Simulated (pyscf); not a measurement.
O=Cr(OH)(OH)(F)–F (SMILES [O]=[Cr]([OH])([OH])([F])[F]) → O=Cr(=O)(F)–F (SMILES [O]=[Cr](=[O])([F])[F]) + H₂O (SMILES O), an elimination (singlet surface; Cr–O, H–O broken, H–O formed). Single points on ωB97X-D3(BJ)/def2-SVP structures (PySCF, gas phase). Energies in eV from the reactant's lowest minimum found.

AM1 to PM7: differences of heats of formation from MOPAC, which are fitted to 298 K values and so differ in kind from electronic energies by zero-point and thermal terms. 

Q: In single points PM6 puts the saddle at 1.08 eV and the reaction energy at +0.04 eV. Should these be trusted to within a few kcal/mol? Compare with ωB97M-D3(BJ)/def2-TZVP.

A: ωB97M-D3(BJ)/def2-TZVP gives ΔE‡ = 0.71 eV and ΔE = -0.86 eV. PM6 lies 0.38 eV over it in the barrier and 0.90 eV over it in the reaction energy, so on this step it does not hold to within 0.13 eV. ωB97M-D3(BJ)/def2-TZVP has limits of its own. On the product side the descent ends in a complex (not fully relaxed), 0.19 eV under the separated species and 1.74 eV under the saddle at ωB97X-D3(BJ)/def2-TZVP. One saddle was located; it need not be the lowest between these sides.
